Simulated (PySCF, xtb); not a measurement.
acetylene (C2H2), SMILES C#C.

Geometry: ωB97X-D3(BJ)/def2-TZVPD.

These are C-PCM-M06-2X/def2-TZVPD run with PySCF values and carry that method's errors.

The values are the electrostatic part of the solvation free energy, E(continuum) − E(gas) at the gas-phase geometry, in a cavity of scaled van der Waals radii (PySCF's table); cavitation and dispersion terms are not included. In vacuum the orbital gap is 10.49 eV. The dipole moment in vacuum is 0.00 D.

```
solvent              ε  ΔG(elec) (kcal/mol)  dipole (D)  gap (eV)
---------------  -----  -------------------  ----------  --------
water            78.36                 -3.5        0.00     10.60
dichloromethane   8.93                 -3.1        0.00     10.59
ethanol          24.85                 -3.4        0.00     10.60
```

For comparison, GFN2-xTB/ALPB(water) (xtb, at the GFN2-xTB geometry, all terms of that model) gives -0.9 kcal/mol.
